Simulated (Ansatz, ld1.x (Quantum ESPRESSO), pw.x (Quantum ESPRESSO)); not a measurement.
## From atom to crystal: TM potential for Re (Z = 75)

ld1.x (Quantum ESPRESSO) 7.5 input, shortened:

```
&input
   title='Re', zed=75., rel=1, dft='PW', iswitch=3,
   config='[Xe] 4f14 5d5 6s2 6p0'
 /
 &inputp
   pseudotype=2, tm=.true., lloc=0,
   nlcc=.true., new_core_ps=.true., rcore=0.90
 /
3
6P  2  1   0.00   0.00  2.85  2.85  0.0
5D  3  2   5.00   0.00  1.90  1.90  0.0
6S  1  0   2.00   0.00  2.25  2.25  0.0
 &test
   configts(1)='5d5 6s2 6p0'
 /
```

Crystal test: sc Re in pw.x 7.5, no spin, 13³ k-points, Fermi–Dirac smearing 0.01 Ry, cutoffs 50/200 Ry. The reference is all-electron LAPW (Ansatz 0.2.0) with the same functional, mesh and smearing; V0 and B0 come from Birch–Murnaghan fits to the pressures at five volumes. Errors are pseudo minus all-electron; Δ is the rms difference of the E(V) curves that follow from these fits, minima aligned, over ±6 % about the mean V0. Mesh and smearing are coarse, so the numbers serve the comparison and aren't converged zero-temperature values; the lattice is a test structure that the element need not adopt.

All-electron: a0 = 2.540 Å (V0 = 16.38 Å³/atom), B0 = 290.1 GPa.

**Question.** How far does the potential miss the all-electron equation of state?

**Answer.** mean pressure error (GPa): +10.11; a0 (Å): 2.568; a0 error (%): +1.09; B0 error (%): -1.6; Δ (meV/atom): 34.3. The largest radius (2.85 bohr) exceeds half the bond length (2.40 bohr), so the spheres overlap, which is one possible source of error among others. This is a poor potential for the solid.

```json
{"V (Å³/atom)": "15.548", "P all-electron (GPa)": "16.98", "P pseudo (GPa)": "29.09"}
{"V (Å³/atom)": "15.957", "P all-electron (GPa)": "8.09", "P pseudo (GPa)": "19.09"}
{"V (Å³/atom)": "16.366", "P all-electron (GPa)": "0.30", "P pseudo (GPa)": "10.31"}
{"V (Å³/atom)": "16.775", "P all-electron (GPa)": "-6.53", "P pseudo (GPa)": "2.59"}
{"V (Å³/atom)": "17.184", "P all-electron (GPa)": "-12.51", "P pseudo (GPa)": "-4.20"}
```

**Question.** At the middle volume, how do free energy and pressure move when the wave cutoff is lowered (ecutrho kept at four times it)?

**Answer.**

```
cutoff (Ry)  shift of F (meV/atom)  shift of P (GPa)
         22                +2217.6            -83.02
         30                 +187.4            -12.78
         40                   +5.4             -0.30
```

The run at the middle volume (84 k-points, 6 iterations) took about 7.3 s on one core of a shared host (Intel(R) Xeon(R) Platinum 8488C, 192 threads, 744 GiB, load 94).
